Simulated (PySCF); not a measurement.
Compound: FH3P (charge +1).
SMILES: `F[PH3+]`

Method used: PBE0-D3(BJ)/def2-SVP geometry optimisation, gas phase (PySCF).

Masses are those of the commonest isotopes; rigid-rotor values at the optimised geometry. 

**Question.** What are A, B and C (cm⁻¹)?

**Answer.** Ia = 5.41, Ib = 33.93, Ic = 33.94 u·Å²; 505379 MHz·u·Å²/I gives 93459, 14893 and 14893 MHz, that is A = 3.11746, B = 0.49678, C = 0.49676 cm⁻¹.

**Question.** What kind of rotor is it?

**Answer.** A prolate symmetric top, as the point group C3v requires two equal moments: κ = (2 × 14893 − 93459 − 14893)/(93459 − 14893) = -1.00.

**Question.** Where do the R-branch lines fall?

**Answer.** The dipole of 4.16 D (about the centre of mass, as the species is charged) lies along the symmetry axis, so ΔK = 0 and J+1 ← J falls at 2B(J+1) for every K: 29.79 GHz, 59.57 GHz, 89.36 GHz, 119.14 GHz, 148.93 GHz for J = 0 to 4.

**Question.** Estimate the classical rotational partition function at 25 K and 50 K.

**Answer.** Point group C3v, symmetry number σ = 3; q = (√π/σ)·√((kT/h)³/(ABC)), k/h = 20836.6 MHz/K: 48.8 at 25 K, 138 at 50 K.

Stationary, but not proved a minimum. These are rigid-rotor constants of the computed structure; measured ground-state constants (B0) also hold zero-point vibration.
